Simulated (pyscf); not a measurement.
Optimised with ωB97X-D3(BJ)/def2-SVP in PySCF.

**Question.** Estimate by transition-state theory the rate constant of O=Si(OH)–OH + H• -> •O–Si(=O)–OH + H₂ (doublet surface; H–O broken, H–H formed) at 900 K, with ωB97M-D3(BJ)/def2-TZVP energies (ideal gas, 1 atm, RRHO with modes under 100 cm⁻¹ raised to 100, one conformer, R ln 2 for chiral ones without a mode under 150 cm⁻¹; no tunnelling).

**Answer.** The electronic barrier is 25.7 kcal/mol and the thermal terms add +15.1, so ΔG‡ = 40.8 kcal/mol. With k_BT/h = 1.88e+13 s⁻¹ and RT = 1.788 kcal/mol, and a volume of 1.23e-19 cm³ per molecule at 1 atm, k = 2.9e-16 cm³ molecule⁻¹ s⁻¹. Wigner's tunnelling factor for 1094i cm⁻¹ would be 1.13. A shift of 1 kcal/mol in the barrier changes k by a factor 1.7. One saddle was located; it need not be the lowest between these sides. The angle at the transferred H is 165°.
